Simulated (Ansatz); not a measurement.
This script drives the Python package of Ansatz (0.2.0).

The script, `ch6ssi_freq.py`:
```python
# -*- coding: utf-8 -*-
"""Vibrations of CH6SSi."""

from dataclasses import dataclass
import itertools
import logging
import sys

import ansatz as az
from ase.data import atomic_numbers, covalent_radii
import numpy as np

logging.basicConfig(stream=sys.stdout, format="[%(levelname)s] %(message)s")
logger = logging.getLogger("ch6ssi")
logger.setLevel(logging.INFO)


@dataclass(frozen=True)
class Settings:
    basis_set: str = "def2-SVP"
    xc: str = "pbe0"


settings = Settings()

GEOMETRY = """
Si   -0.80820    0.16600   -0.61670
C     0.86680   -0.11360   -0.05780
S     0.82570   -1.09130    1.45690
H    -1.50200   -1.03790   -0.95730
H    -0.83840    1.04660   -1.87020
H    -1.62660    0.96070    0.41040
H     1.46240   -0.65900   -0.81080
H     1.43990    0.84250    0.13300
H     0.26890   -0.16030    2.29540
"""

ch6ssi = az.Crystal.molecule()
for line in GEOMETRY.strip().splitlines():
    symbol, *xyz = line.split()
    ch6ssi = ch6ssi.atom(symbol, [float(v) for v in xyz])

base = ch6ssi.calculation()
base = base.basis(gaussian=settings.basis_set)
base = base.functional(settings.xc)
symbols = [site.symbol for site in ch6ssi.cartesian_sites]
start = np.array([site.position_ang for site in ch6ssi.cartesian_sites], dtype=float)
rep = base.relax(force_tolerance=0.003, max_steps=100).run(threads=1).report
end = np.array(rep["positions_ang"])

# pairs closer than 1.2 times the sum of covalent radii, before or after
radius = [covalent_radii[atomic_numbers[s]] for s in symbols]
span = lambda where, i, j: np.linalg.norm(where[i] - where[j])
bonded = [(i, j) for i, j in itertools.combinations(range(len(symbols)), 2) if min(span(start, i, j), span(end, i, j)) < 1.2 * (radius[i] + radius[j])]
logger.info("pair        before    after (A)")
for i, j in bonded:
    print(f"{symbols[i]}{i}-{symbols[j]}{j}".ljust(10), f"{span(start, i, j):8.4f} {span(end, i, j):8.4f}")
for first, second in list(itertools.combinations(bonded, 2)):
    shared = set(first) & set(second)
    if shared and symbols[(j := shared.pop())] != "H":
        i, k = sorted((set(first) | set(second)) - {j})
        u, v = end[i] - end[j], end[k] - end[j]
        angle = np.degrees(np.arccos(np.clip(u @ v / np.linalg.norm(u) / np.linalg.norm(v), -1, 1)))
        logger.info(f"final angle {symbols[i]}{i}-{symbols[j]}{j}-{symbols[k]}{k}: {angle:.2f} deg")

# same settings at the minimum
minimum = az.Crystal.molecule()
for symbol, place in zip(symbols, end):
    minimum = minimum.atom(symbol, place.tolist())
vibrating = (
    minimum.calculation()
    .basis(gaussian=settings.basis_set)
    .functional(settings.xc)
    .phonons(temperatures=(200, 600, 100))
)
vib = vibrating.run(threads=1).report["vibrations"]
sums = vib["harmonic_sums"]
modes = [m["omega_inv_cm"] for m in sums["modes_at_gamma"] if m["rigid_motion"] == "no"]
for number, w in enumerate(modes, start=1):
    logger.info(f"mode {number:2d} {w:9.1f} 1/cm {w / 8065.544 * 1000:8.2f} meV")
print("imaginary modes:", sum(w < 0 for w in modes), " zero-point energy:", round(sums["zero_point_energy_ev"], 4), "eV")
logger.info("T (K)   F_vib (eV)   S_vib (meV/K)   C_vib (meV/K)")
for row in zip(sums["temperatures_k"], sums["vibrational_free_energy_ev"], vib["entropy_ev_per_k"], vib["heat_capacity_ev_per_k"]):
    logger.info(f"{row[0]:6.1f} {row[1]:11.4f} {1000 * row[2]:13.4f} {1000 * row[3]:15.4f}")
```

It is started by `python ch6ssi_freq.py`. Estimate its wall time and peak memory on 1 thread of Intel(R) Xeon(R) 6975P-C (Granite Rapids), with other jobs on the host.

It took about 71 s, with a peak of 0.23 GiB, for 2 runs of the engine.

Output of `python ch6ssi_freq.py`:
```text
[INFO] pair        before    after (A)
Si0-C1       1.7878   1.8897
Si0-H3       1.4306   1.4919
Si0-H4       1.5322   1.4976
Si0-H5       1.5350   1.4955
C1-S2        1.8033   1.8228
C1-H6        1.1042   1.1019
C1-H7        1.1309   1.1017
S2-H8        1.3711   1.3511
[INFO] final angle C1-Si0-H3: 109.99 deg
[INFO] final angle C1-Si0-H4: 110.62 deg
[INFO] final angle C1-Si0-H5: 109.06 deg
[INFO] final angle Si0-C1-S2: 112.42 deg
[INFO] final angle Si0-C1-H6: 109.09 deg
[INFO] final angle Si0-C1-H7: 112.22 deg
[INFO] final angle H3-Si0-H4: 109.31 deg
[INFO] final angle H3-Si0-H5: 109.20 deg
[INFO] final angle H4-Si0-H5: 108.63 deg
[INFO] final angle S2-C1-H6: 105.11 deg
[INFO] final angle S2-C1-H7: 110.95 deg
[INFO] final angle C1-S2-H8: 96.98 deg
[INFO] final angle H6-C1-H7: 106.62 deg
[INFO] mode  1     177.4 1/cm    21.99 meV
[INFO] mode  2     189.7 1/cm    23.52 meV
[INFO] mode  3     213.9 1/cm    26.52 meV
[INFO] mode  4     500.4 1/cm    62.04 meV
[INFO] mode  5     559.4 1/cm    69.36 meV
[INFO] mode  6     709.1 1/cm    87.92 meV
[INFO] mode  7     760.5 1/cm    94.29 meV
[INFO] mode  8     793.2 1/cm    98.35 meV
[INFO] mode  9     920.7 1/cm   114.15 meV
[INFO] mode 10     931.9 1/cm   115.54 meV
[INFO] mode 11     942.9 1/cm   116.91 meV
[INFO] mode 12     946.1 1/cm   117.30 meV
[INFO] mode 13    1134.4 1/cm   140.65 meV
[INFO] mode 14    1178.1 1/cm   146.07 meV
[INFO] mode 15    1404.1 1/cm   174.09 meV
[INFO] mode 16    2218.8 1/cm   275.10 meV
[INFO] mode 17    2230.0 1/cm   276.48 meV
[INFO] mode 18    2251.6 1/cm   279.16 meV
[INFO] mode 19    2706.4 1/cm   335.55 meV
[INFO] mode 20    3082.4 1/cm   382.17 meV
[INFO] mode 21    3149.9 1/cm   390.54 meV
imaginary modes: 0  zero-point energy: 1.6738 eV
[INFO] T (K)   F_vib (eV)   S_vib (meV/K)   C_vib (meV/K)
[INFO]  200.0      1.6578        0.2237          0.3346
[INFO]  300.0      1.6268        0.3994          0.5463
[INFO]  400.0      1.5777        0.5833          0.7348
[INFO]  500.0      1.5102        0.7642          0.8868
[INFO]  600.0      1.4251        0.9372          1.0101
```

The frequencies are harmonic and unscaled, in a modest basis. The result belongs to the one conformer reached from this start, and soft torsions count as harmonic oscillators.

(A comment or docstring line of the script was reworded after the run, the code is as it ran; lines on the test bed's own set-up are left out of the output.)
